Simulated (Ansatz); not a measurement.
# AlH₆NSi: how energies converge with the basis set

How large a basis does AlH₆NSi need? Two functionals are run in growing sets.

Program: Ansatz 0.2.0, Gaussian basis. Level of theory: one geometry, several basis sets. These are calculated values, not measurements.

The runs, in order: PBE0-D4/def2-SVP; ωB97M-V/def2-SVP; PBE0-D4/def2-QZVPP; ωB97M-V/def2-QZVPP; the functionals' def2-TZVPP values are taken from earlier runs.

1 further run of the same task is left out (it didn't finish).

### 1 Structure used throughout

All runs share one geometry, relaxed beforehand with PBE0-D4 in a triple-zeta def2 set.

SMILES `N[SiH2][AlH2]`, 9 atoms, charge 0, spin multiplicity 1.

Atoms are counted from 1 here; the program's logs count them from 0.

Bond lengths: N1–Si2 1.731 Å, N1–H4 1.007 Å, N1–H5 1.008 Å, Si2–Al3 2.458 Å, Si2–H6 1.493 Å, Si2–H7 1.503 Å, Al3–H8 1.590 Å, Al3–H9 1.593 Å. Angles: Si2–N1–H4 119.2°, Si2–N1–H5 120.2°, H4–N1–H5 110.6°, N1–Si2–Al3 109.3°, N1–Si2–H6 107.6°, N1–Si2–H7 114.7°, Al3–Si2–H6 111.4°, Al3–Si2–H7 109.4°, H6–Si2–H7 104.3°, Si2–Al3–H8 121.3°, Si2–Al3–H9 120.4°, H8–Al3–H9 118.3°.

### 2 PBE0-D4 in def2-SVP

File in.yaml:

```yaml
crystal:
  periodic: [false, false, false]
  atoms:
    - {symbol: N, position_ang: [-1.169423, 0.834019, -0.846348]}
    - {symbol: Si, position_ang: [0.462896, 0.552438, -0.344926]}
    - {symbol: Al, position_ang: [0.509841, -1.296728, 1.273021]}
    - {symbol: H, position_ang: [-1.780023, 0.047707, -0.997267]}
    - {symbol: H, position_ang: [-1.378865, 1.575809, -1.496099]}
    - {symbol: H, position_ang: [0.974254, 1.818040, 0.259847]}
    - {symbol: H, position_ang: [1.423528, 0.262217, -1.464199]}
    - {symbol: H, position_ang: [1.779868, -1.555758, 2.194307]}
    - {symbol: H, position_ang: [-0.733678, -2.284044, 1.404563]}
basis:
  gaussian: {orbitals: def2-SVP}
hamiltonian: {xc: pbe0, dispersion: d4}
output: {orbitals: {seedname: orbitals}}
```

Command:

```console
ansatz run in.yaml --threads 2 --pin off --events-out ev --progress --plain --max-ram 4352MiB
```

Further steps of the session: ωB97M-V in def2-SVP; PBE0-D4 in def2-QZVPP; ωB97M-V in def2-QZVPP.

**Question.** What will the summary of the whole plan be? Wanted: PBE0-D4: double and triple zeta above quadruple; ωB97M-V: double and triple zeta above quadruple.

The runs gave:

| quantity | value |
| --- | --- |
| PBE0-D4: double and triple zeta above quadruple | 7.65, 0.58 eV |
| ωB97M-V: double and triple zeta above quadruple | 7.74, 0.56 eV |

What this shows: For PBE0-D4 the step from double to triple zeta gains 7.07 eV and the next only 0.58 eV. These are total energies; as a rule much of such shifts cancels in differences, which this series doesn't test.
